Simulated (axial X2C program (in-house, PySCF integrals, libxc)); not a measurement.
SiCl⁺: from Re and ωe to a spectrum

A bond curve at the CCSD(T) level, with spin–orbit coupling, was computed with an in-house relativistic program for diatomic molecules (basis Cl dyall-av3z [9s8p3d2f], Si dyall-v3z [8s7p2d1f] (cores contracted in-house)) for the state Ω = 0 (closed shell). Its fit gives Re = 1.9705 Å, ωe = 663.2 cm⁻¹, ωexe = 2.22 cm⁻¹ and αe = 1.419e-03 cm⁻¹; the masses are 34.9689 and 27.9769 u. Two-component means X2C with spin–orbit coupling and atomic mean-field Coulomb and Gaunt terms.

Correlated methods: 10 electrons correlated (number of frozen shells: Cl 2 s, 1 p; Si 2 s, 1 p), 168 virtual spin orbitals or spinors in MP2, 90 natural virtuals in coupled cluster.

(1) Find the reduced mass, Be and the force constant.

(2) Estimate the centrifugal constant by the Kratzer relation.

(3) Estimate De from a Morse curve and compare with the computed well depth of 4.944 eV to Cl + Si+.

(4) A Morse curve ties αe to the other constants (Pekeris). How well does that hold?

(5) Give B0, the J = 1←0 line in GHz and the most populated J at 300 K (kT = 208.5 cm⁻¹).

The state is a single determinant with fixed occupations, the lowest that a limited PBE0 search found. De is counted from the lowest determinant-based energies of the atoms at the same level, without counterpoise correction. CCSD and (T) use frozen natural virtuals with an MP2 correction for the truncation; (T) itself is uncorrected, so its De runs slightly low.

## Answers

(1) From the CCSD(T) values: μ = 15.5423 u. Be = 16.8576/(μ Re²) = 0.2793 cm⁻¹. k = 5.8918×10⁻⁷ μ ωe² = 4.03 mdyn/Å.

(2) D = 4Be³/ωe² = 1.98e-07 cm⁻¹.

(3) De(Morse) = ωe²/(4ωexe) = 6.141 eV against 4.944 eV computed, a ratio of 1.24. The extrapolation overshoots: the well softens faster than a Morse curve, or the lowest atomic limit lies below the one to which the curve heads.

(4) αe(Morse) = 6Be²/ωe × (√(ωexe/Be) − 1) = 1.284e-03 cm⁻¹; the CCSD(T) curve gives 1.419e-03 cm⁻¹, a ratio of 0.90.

(5) B0 = Be − αe/2 = 0.2786 cm⁻¹; 2B0 = 16.71 GHz; J(max) ≈ √(kT/2B0) − 1/2 = 18.8, so J = 19.
